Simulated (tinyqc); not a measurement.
Pariser-Parr-Pople SCF with singles CI, for the molecule N=CC=CN (SMILES; centres numbered as the heavy atoms are written), step by step. One step of it, computed by the program tinyqc.

Task: Singles CI, singlets. Over the 6 single excitations with the smallest orbital gaps: A = (e_a - e_i) delta + 2 (ia|jb) - (ij|ab), with (pq|rs) = sum c_mp c_mq gamma_mn c_nr c_ns. f = 2/3 w |mu|^2 in atomic units, mu = sqrt2 sum c_ia sum_m c_mi c_ma R_m.

orbital energies (eV): [-13.583097, -11.877091, -8.802665, -1.546071, 1.549498]

coefficients, order 1N, 2C, 3C, 4C, 5N:
```
[[0.208846, 0.577499, -0.520949, 0.486937, 0.338205],
 [0.312713, 0.562239, -0.083787, -0.481010, -0.589668],
 [0.433362, 0.238804, 0.573834, -0.268344, 0.594875],
 [0.579644, -0.179995, 0.333268, 0.599855, -0.400900],
 [0.578622, -0.510840, -0.530320, -0.315733, 0.152685]]
```

repulsion gamma_rs (eV), order 1N, 2C, 3C, 4C, 5N:
```
[[12.300000, 5.475875, 3.940614, 2.919095, 2.465834],
 [5.475875, 11.130000, 5.346287, 3.873196, 3.041188],
 [3.940614, 5.346287, 11.130000, 5.346287, 4.166415],
 [2.919095, 3.873196, 5.346287, 11.130000, 5.921850],
 [2.465834, 3.041188, 4.166415, 5.921850, 16.800000]]
```

Centres (angstrom, eV; a flat drawing with bonds scaled to 1.40 angstrom):
```
centre          x          y  core charge z          W   gamma_rr
1N      -2.425000   0.280000              1  14.100000  12.300000
2C      -1.212000  -0.420000              1  11.160000  11.130000
3C       0.000000   0.280000              1  11.160000  11.130000
4C       1.212000  -0.420000              1  11.160000  11.130000
5N       2.425000   0.280000              2  25.600000  16.800000
```

Give: singlet CI matrix; singlet excitation energies; oscillator strengths.

Result:

singlet CI matrix (eV), order 3>4, 2>4, 3>5, 1>4, 2>5, 1>5:
```
[[4.793, -0.309, -0.132, -0.132, 0.145, -0.399],
 [-0.309, 7.400, -0.316, -0.078, 0.388, -0.153],
 [-0.132, -0.316, 7.067, -0.426, -0.001, 0.009],
 [-0.132, -0.078, -0.426, 8.655, -0.029, 0.143],
 [0.145, 0.388, -0.001, -0.029, 9.795, 0.021],
 [-0.399, -0.153, 0.009, 0.143, 0.021, 11.375]]
```

singlet excitation energies (eV): [4.705, 6.819, 7.533, 8.756, 9.860, 11.413]

oscillator strengths: [1.170, 0.083, 0.093, 0.055, 0.130, 0.176]
